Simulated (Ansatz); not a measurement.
`[OH][MgH]` + H₂ → `[MgH2]` + H₂O at 400 K and 1 bar (hydrogenolysis of a Mg–O bond).

Computed with Ansatz on PBE0-D4/def2-TZVP structures; ΔE is electronic, products minus reactants. CBS: MP2 limit from def2 TZ/QZ plus the TZ coupled-cluster correction, frozen cores. This one scheme is used for every species. For Mg outer-core shells are correlated without core-valence functions, which leaves a few kJ/mol of doubt a bond.

| species | CCSD(T)/CBS energy (Eh) | H − E (kJ/mol) | S (J/(mol·K)) |
| --- | --- | --- | --- |
| `[OH][MgH]` | -276.29839 | 65.5 | 270.8 |
| H₂ | -1.17544 | 38.0 | 139.0 |
| `[MgH2]` | -201.05321 | 39.2 | 206.9 |
| H₂O | -76.37941 | 69.8 | 198.6 |

H − E and S are ideal-gas, rigid-rotor, harmonic terms from PBE0-D4/def2-TZVP. For small species the MP2-based limit differs from directly extrapolated CCSD(T) by up to some mEh (0.8 for H₂); such offsets cancel only in part. 1 Eh = 2625.50 kJ/mol, R = 8.31446 J/(mol·K).

By hand: ΔE, ΔH, ΔS and ΔG.

ΔE = (-201.05321) + (-76.37941) − (-276.29839) − (-1.17544) = 0.04121 Eh = 108.2 kJ/mol. Δ(H − E) = 39.2 + 69.8 − 65.5 − 38.0 = 5.5, so ΔH = 113.7 kJ/mol. ΔS = 206.9 + 198.6 − 270.8 − 139.0 = -4.3 J/(mol·K). ΔG = 113.7 − 400 × (-4.3)/1000 = 115.4 kJ/mol.

By hand: the equilibrium constant, and the temperature at which ΔG would vanish if ΔH and ΔS stayed fixed.

log₁₀ K = −ΔG/(RT ln 10) = -15.1. ΔH and −TΔS have one sign here, so there is no such temperature.

The number of gas molecules stays the same, so ΔS is small and ΔH decides. A doubt of 5 kJ/mol in ΔE shifts log₁₀ K by 0.7 here. These are equilibria of isolated gas molecules and say nothing of rates. Largest T1 diagnostic: 0.010 (customary marks: 0.02 for closed shells, 0.045 for open ones).

ΔS is within the doubt of such terms, so its sign, and with it that verdict, could turn.
